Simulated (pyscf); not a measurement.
HO–Al(OH)–OH + H₂ → H₂O + HO–AlH–OH, a four-centre exchange (singlet surface; Al–O, H–H broken, H–O, Al–H formed). Structures and frequencies: ωB97X-D3(BJ)/def2-SVP in PySCF. Energies in eV from the separated reactants.

AM1 to PM7: differences of heats of formation from MOPAC, which are fitted to 298 K values and so differ in kind from electronic energies by zero-point and thermal terms. 

### Question
In single points PM7 puts the saddle at 1.17 eV and the reaction energy at +3.09 eV. Should these be trusted to within a few kcal/mol? Compare with ωB97M-D3(BJ)/def2-TZVP.

### Answer
ωB97M-D3(BJ)/def2-TZVP gives ΔE‡ = 1.02 eV and ΔE = +1.20 eV. PM7 lies 0.15 eV over it in the barrier and 1.89 eV over it in the reaction energy, so on this step it does not hold to within 0.13 eV. ωB97M-D3(BJ)/def2-TZVP has limits of its own. On the product side the descent ends in an adduct with a Al–O contact, 0.96 eV under the separated species and 0.74 eV under the saddle at ωB97X-D3(BJ)/def2-TZVP. At ωB97M-D3(BJ) the saddle lies under the separated products, which points to a path from their complex (located at ωB97X-D3(BJ) alone), and parting the products costs more than the saddle. What is counted as broken (Al–O) persists as a longer contact in the product adduct; parting that adduct is a step of its own. At the saddle there is also a short Al–H contact that neither side keeps. One saddle was located; it need not be the lowest between these sides.
